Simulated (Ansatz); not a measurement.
Task: a ladder of methods at one geometry of C2H2ClFO, SMILES OC=C(F)Cl, with the Ansatz DFT code, driven from Python. Give the script and its output. Use (for the species named): BLYP, def2-SVP basis, multiplicity 1. The script varies functional: blyp, r2scan, pbe, lc_wpbe, cam_b3lyp.

`methods_c2h2clfo.py`
```python
# -*- coding: utf-8 -*-
"""C2H2ClFO at several levels of theory."""

from pathlib import Path

import ansatz as az
import numpy as np
from rdkit import Chem
from rdkit.Chem import AllChem

# a force-field geometry from the SMILES
rd = Chem.AddHs(Chem.MolFromSmiles("OC=C(F)Cl"))
AllChem.EmbedMolecule(rd, randomSeed=278)
AllChem.UFFOptimizeMolecule(rd)
molecule = az.Crystal.molecule()
for atom, xyz in zip(rd.GetAtoms(), rd.GetConformer().GetPositions()):
    molecule = molecule.atom(atom.GetSymbol(), xyz.round(5).tolist())

base = molecule.calculation().basis(gaussian="def2-SVP")

print("functional    E (Ha)        dipole (D)   HOMO (eV)  LUMO (eV)")
for name in ["blyp", "r2scan", "pbe", "lc_wpbe", "cam_b3lyp"]:
    report = base.functional(name).forces().orbitals().run(runs_dir="runs").report
    lines = Path(report["orbitals_path"]).read_text().splitlines()
    field_of = lambda key: [line.split("=")[1].strip() for line in lines if line.startswith(key)]
    orbitals = [(27.211386 * float(e), s, float(n)) for e, s, n in zip(field_of("Ene="), field_of("Spin="), field_of("Occup="))]
    homo = max(e for e, _, n in orbitals if n > 0.5)
    lumo = min(e for e, _, n in orbitals if n < 0.5)
    dipole = 4.803205 * np.linalg.norm(report["charge_distribution"]["dipole_moment_e_ang"])
    print(f"{name:10s} {report['free_energy_ev'] / 27.211386246:14.6f} {dipole:9.3f} {homo:11.3f} {lumo:10.3f}")
```

```console
$ python methods_c2h2clfo.py
functional    E (Ha)        dipole (D)   HOMO (eV)  LUMO (eV)
blyp          -712.239204     0.702      -5.042     -0.146
r2scan        -712.136637     0.797      -5.607     -0.242
pbe           -711.841021     0.778      -5.238     -0.319
lc_wpbe       -712.011851     0.720      -9.345      2.932
cam_b3lyp     -712.211519     0.615      -7.939      1.821
```

What to keep in mind:
- Total energies depend on the basis set; only differences at equal settings carry meaning.
- The geometry is a force-field or estimated start, not a minimum of this method, and the basis set is short of its limit. A lower total doesn't mark the better method: functionals have no common bound, and MP2 and coupled cluster aren't variational.
- Levels such as HOMO and LUMO are orbital energies: with these approximate functionals they aren't the ionisation energy and electron affinity, and their gap isn't the fundamental gap.
- Timing: 14 s on 1 thread of Arm Neoverse V2, with other jobs on the host, peak memory 0.29 GiB.
